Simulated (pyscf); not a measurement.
Single points on ωB97X-D3(BJ)/def2-SVP structures (PySCF, gas phase).

### Question
`[F][SiH2][O][SiH3]` + `[F][CH2][F]` -> `[F][SiH]([F])[O][SiH3]` + `[CH3][F]`
Surface: singlet. Broken: H–Si, C–F. Formed: F–Si, C–H. Give ΔE‡ and ΔE from ωB97M-D3(BJ)/def2-TZVP, relative to the separated reactants.

### Answer
ΔE‡ = 2.76 eV, ΔE = -2.15 eV. Zero-point energy shifts the barrier by 0.00 eV. It is a four-centre exchange, with an imaginary mode of 714i cm⁻¹. From the product side, F–Si•(F)–O–SiH₃ + H• + H₃C–F lies, by one bond made or cut, 0.34 eV under this saddle at ωB97M-D3(BJ)/def2-TZVP. One saddle was located; it need not be the lowest between these sides.
